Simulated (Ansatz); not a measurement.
## Al₁₃V₃: can entropy hold this alloy together?

Level of theory: DFT PBE, scalar-relativistic, plane waves, PAW (Ansatz).

Cutoff 420 eV; k points 6×6×6 on the computed 16-atom cell (Γ-centred); Gaussian smearing, width 0.10 eV; no spin polarisation.

Cells of 16 atoms on a fcc lattice, 13 Al, 3 V, each occupation relaxed without symmetry on a coarser mesh and computed once more. α is the first-shell Warren–Cowley parameter of unlike pairs (negative: unlike neighbours in excess, 0: random). ΔH counts from the elements in their standard crystals. 1 further occupation drawn came out the same as one of these and is left out.

```tsv
cell	α	ΔH (meV/atom)	V (Å³/atom)	rms shift from sites (Å)
1	-0.03	-85	15.53	0.07
2	-0.23	-113	15.38	0.03
```

Task: Weigh the mixing energy against the ideal entropy.

Result: Ideal mixing gives S = −k_B Σ x ln x = 0.483 k_B per atom (4.0 J/(mol K)), worth 42 meV/atom at 1000 K. The cell nearest to random, 1, has ΔH = -85 meV/atom. It is already below the pure elements, so the rivals are ordered compounds, not the elements: strong attraction usually means ordering on cooling. ΔH includes the cost of putting the elements on this lattice where they prefer another, and what the coarser relaxation leaves, which can only raise it; vibrational entropy is left out.

Task: Does the alloy prefer like or unlike neighbours?

Result: Across α from -0.23 to -0.03 the energy spans 28 meV/atom, a slope of 137 meV/atom per unit of α. Lower α is lower in energy: unlike neighbours are favoured, a tendency to order, which fits the negative ΔH. With 2 cells this is a hint: farther shells and local relaxation also differ between them.

The final mesh leaves forces up to 0.24 eV/Å and stresses up to 0.7 GPa.

Spin polarisation was left out, and a magnetic state may lie lower.

Cost: 5 runs of about 12 core-minutes in all (earlier runs that led there not counted), on Arm Neoverse V1 (shared hosts).